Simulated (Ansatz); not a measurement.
# Si2HS− (SMILES [Si-]#[Si]S): one structure at several levels

A test off equilibrium: a structure displaced at random from a GFN2-xTB minimum is computed at several levels, and each is set against CCSD(T).

The runs use Ansatz 0.2.0, Gaussian basis; single points in def2-TZVPPD.

Correlated methods freeze the cores.

**1. Starting geometry**

SMILES `[Si-]#[Si]S`, 4 atoms, charge -1, spin multiplicity 1.

Atoms are counted from 1 here; the program's logs count them from 0.

Bond lengths: Si1–Si2 2.174 Å, S3–H4 1.272 Å.

As a file:

```
Si   -1.6852   -0.0358    0.7177
Si   -0.4749    1.5165   -0.2045
S     1.2608   -0.2131   -0.5860
H     0.7992   -1.2849   -0.0805
```

**2. CCSD(T)/def2-TZVPPD**

The input, run/in.yaml:

```yaml
crystal:
  periodic: [false, false, false]
  atoms:
    - {symbol: Si, position_ang: [-1.685200, -0.035800, 0.717700]}
    - {symbol: Si, position_ang: [-0.474900, 1.516500, -0.204500]}
    - {symbol: S, position_ang: [1.260800, -0.213100, -0.586000]}
    - {symbol: H, position_ang: [0.799200, -1.284900, -0.080500]}
basis:
  gaussian: {orbitals: "def2-TZVPPD.json"}
total_charge: -1
correlation: {method: ccsd_t}
output: {forces: true}
```

The basis file named in the input lies beside it (Basis Set Exchange, JSON).

No record of the launch command was kept for these runs.

**3. PBE0-D4/def2-TZVPPD**

Edit run/in.yaml of step 2 so:

```diff
@@ -10,3 +10,3 @@
 total_charge: -1
-correlation: {method: ccsd_t}
-output: {forces: true}
+hamiltonian: {xc: pbe0, dispersion: d4}
+output: {forces: true, orbitals: {seedname: orbitals}}
```

**4. wB97M-V/def2-TZVPPD**

Edit run/in.yaml of step 3 so:

```diff
@@ -10,3 +10,3 @@
 total_charge: -1
-hamiltonian: {xc: pbe0, dispersion: d4}
-output: {forces: true, orbitals: {seedname: orbitals}}
+hamiltonian: {xc: {name: wB97M-V}}
+output: {forces: true}
```

**5. r2SCAN-D4/def2-TZVPPD**

Edit run/in.yaml of step 4 so:

```diff
@@ -10,3 +10,3 @@
 total_charge: -1
-hamiltonian: {xc: {name: wB97M-V}}
+hamiltonian: {xc: r2scan, dispersion: d4}
 output: {forces: true}
```

**6. PBE-D4/def2-TZVPPD**

Edit run/in.yaml of step 5 so:

```diff
@@ -10,3 +10,3 @@
 total_charge: -1
-hamiltonian: {xc: r2scan, dispersion: d4}
+hamiltonian: {xc: pbe, dispersion: d4}
 output: {forces: true}
```

**7. LC-wPBE/def2-TZVPPD**

Edit run/in.yaml of step 6 so:

```diff
@@ -10,3 +10,3 @@
 total_charge: -1
-hamiltonian: {xc: pbe, dispersion: d4}
+hamiltonian: {xc: {name: LC-wPBE}}
 output: {forces: true}
```

**8. B97M-V/def2-TZVPPD**

Edit run/in.yaml of step 7 so:

```diff
@@ -10,3 +10,3 @@
 total_charge: -1
-hamiltonian: {xc: {name: LC-wPBE}}
+hamiltonian: {xc: {name: B97M-V}}
 output: {forces: true}
```

(Steps that only read results are left out.)

Before running it: what results should come out? Wanted: RMS force component; RMS force error; HOMO and LUMO, PBE0-D4; T1 diagnostic.

As calculated:

| quantity | value |
| --- | --- |
| RMS force component | 1.058 to 1.221 eV/Å over the methods |
| RMS force error | PBE0-D4 0.141, wB97M-V 0.198, r2SCAN-D4 0.117, PBE-D4 0.140, LC-wPBE 0.355, B97M-V 0.106 eV/Å |
| HOMO and LUMO, PBE0-D4 | -0.59 and 1.64 eV |
| T1 diagnostic | 0.024 |

In words: For forces B97M-V does best and LC-wPBE worst. Frozen-core CCSD(T) forces in triple zeta carry basis errors of their own, and this is one geometry, so small gaps rank nothing. The restricted Hartree–Fock reference is unstable towards an unrestricted one at one or more of these structures.
